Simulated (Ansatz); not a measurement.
Born–Oppenheimer molecular dynamics of H₂LiOSi (5 atoms, charge 1, multiplicity 1). It starts from a relaxed structure.

Theory: RKS PBE0/6-31G* in Ansatz 0.2.0.

* ensemble: NVE (Milne-controlled integrator)
* time step: 0.5 fs
* steps asked: 266
* starting velocities drawn for: 400 K
* masses: H 2.014 u
* seed: 362013

Frames 5 fs apart, positions in Å, forces in eV/Å.

Velocities at 20.0 fs (Å/ps):

```
Li -4.23 -0.43 0.39
O 2.11 -1.58 0.28
Si -0.47 0.76 -0.43
H -7.09 -12.33 2.26
H 11.47 15.81 0.20
```

```xyz
5
Properties=species:S:1:pos:R:3:forces:R:3 time_fs=20.0 energy_less_start_eV=0.080 T=194
Li -2.013 -0.287 1.651 -0.17 -0.03 0.17
O -0.641 -0.065 0.610 0.20 -0.54 -0.39
Si 0.499 0.044 -0.435 -0.12 1.07 0.24
H 0.875 -0.885 -1.514 -0.13 -0.35 0.10
H 1.198 1.347 -0.408 0.22 -0.15 -0.11
5
Properties=species:S:1:pos:R:3:forces:R:3 time_fs=25.0 energy_less_start_eV=0.072 T=214
Li -2.036 -0.289 1.655 0.03 0.00 0.02
O -0.630 -0.077 0.609 -0.22 -0.39 0.00
Si 0.498 0.053 -0.437 0.62 1.26 -0.21
H 0.831 -0.958 -1.490 -0.12 0.15 0.36
H 1.254 1.391 -0.415 -0.31 -1.02 -0.17
5
Properties=species:S:1:pos:R:3:forces:R:3 time_fs=30.0 energy_less_start_eV=0.019 T=352
Li -2.058 -0.292 1.660 0.20 0.02 -0.11
O -0.622 -0.094 0.608 -0.33 -0.09 0.15
Si 0.501 0.072 -0.440 0.03 -0.09 -0.09
H 0.775 -1.015 -1.429 0.04 0.32 0.19
H 1.282 1.331 -0.441 0.06 -0.16 -0.14
5
Properties=species:S:1:pos:R:3:forces:R:3 time_fs=35.0 energy_less_start_eV=0.068 T=226
Li -2.073 -0.294 1.661 0.29 0.03 -0.17
O -0.618 -0.113 0.609 -0.17 0.29 0.07
Si 0.503 0.090 -0.443 -0.99 -1.26 0.53
H 0.724 -1.040 -1.349 0.24 0.01 -0.34
H 1.321 1.257 -0.485 0.63 0.94 -0.10
5
Properties=species:S:1:pos:R:3:forces:R:3 time_fs=40.0 energy_less_start_eV=0.082 T=189
Li -2.079 -0.295 1.656 0.29 0.02 -0.16
O -0.617 -0.127 0.612 -0.13 0.54 0.10
Si 0.499 0.100 -0.443 -0.14 -0.44 0.49
H 0.699 -1.061 -1.304 0.28 -0.05 -0.49
H 1.416 1.270 -0.539 -0.29 -0.08 0.06
5
Properties=species:S:1:pos:R:3:forces:R:3 time_fs=45.0 energy_less_start_eV=0.136 T=49
Li -2.074 -0.295 1.647 0.21 0.01 -0.09
O -0.618 -0.134 0.615 -0.10 0.64 0.11
Si 0.494 0.104 -0.439 0.68 -0.40 -0.14
H 0.706 -1.083 -1.313 0.13 0.39 -0.12
H 1.481 1.280 -0.585 -0.92 -0.65 0.25
5
Properties=species:S:1:pos:R:3:forces:R:3 time_fs=50.0 energy_less_start_eV=0.093 T=160
Li -2.063 -0.295 1.634 0.07 -0.01 0.00
O -0.621 -0.131 0.620 0.13 0.64 -0.07
Si 0.493 0.105 -0.435 0.12 -1.22 -0.22
H 0.729 -1.063 -1.338 0.01 0.40 0.03
H 1.448 1.227 -0.603 -0.33 0.18 0.26
5
Properties=species:S:1:pos:R:3:forces:R:3 time_fs=55.0 energy_less_start_eV=0.086 T=179
Li -2.049 -0.295 1.621 -0.07 -0.02 0.10
O -0.621 -0.118 0.624 0.23 0.46 -0.18
Si 0.493 0.095 -0.433 -0.65 -1.39 0.14
H 0.754 -1.002 -1.365 0.01 -0.19 -0.23
H 1.380 1.200 -0.591 0.48 1.14 0.17
5
Properties=species:S:1:pos:R:3:forces:R:3 time_fs=60.0 energy_less_start_eV=0.027 T=330
Li -2.038 -0.295 1.611 -0.17 -0.03 0.17
O -0.619 -0.099 0.626 -0.05 0.09 0.02
Si 0.489 0.075 -0.431 0.47 0.37 -0.21
H 0.780 -0.959 -1.417 -0.03 -0.36 -0.20
H 1.350 1.282 -0.556 -0.23 -0.06 0.21
5
Properties=species:S:1:pos:R:3:forces:R:3 time_fs=65.0 energy_less_start_eV=0.065 T=232
Li -2.031 -0.297 1.608 -0.21 -0.03 0.20
O -0.617 -0.078 0.628 -0.23 -0.25 0.11
Si 0.488 0.058 -0.430 1.09 1.14 -0.75
H 0.802 -0.953 -1.486 -0.16 0.07 0.35
H 1.300 1.362 -0.498 -0.49 -0.93 0.08
5
Properties=species:S:1:pos:R:3:forces:R:3 time_fs=70.0 energy_less_start_eV=0.066 T=229
Li -2.032 -0.300 1.611 -0.17 -0.03 0.17
O -0.618 -0.061 0.631 0.02 -0.46 -0.20
Si 0.496 0.049 -0.435 0.03 0.52 -0.27
H 0.805 -0.943 -1.518 -0.13 0.13 0.46
H 1.201 1.348 -0.432 0.25 -0.17 -0.16
5
Properties=species:S:1:pos:R:3:forces:R:3 time_fs=75.0 energy_less_start_eV=0.136 T=48
Li -2.039 -0.304 1.621 -0.06 -0.01 0.09
O -0.619 -0.051 0.631 0.19 -0.60 -0.45
Si 0.504 0.045 -0.442 -1.16 0.04 0.70
H 0.795 -0.923 -1.502 0.07 -0.30 -0.06
H 1.133 1.320 -0.382 0.96 0.87 -0.29
```

Of the whole run (133 fs, mean temperature of the second half 202 K): The conserved energy stayed within 0.0022 meV per atom of its start (net change -0.0006 meV per atom), so the integration is sound. The temperature averaged 0.50 of the 400 K drawn at the start: a run that starts near a minimum puts about half its kinetic energy into the potential. A run of 0.13 ps of so small a system gives no equilibrium averages. Limits of this set-up: the dipole of an ion depends on the origin.

The run took 2.9 min on 1 CPU thread of a shared host.
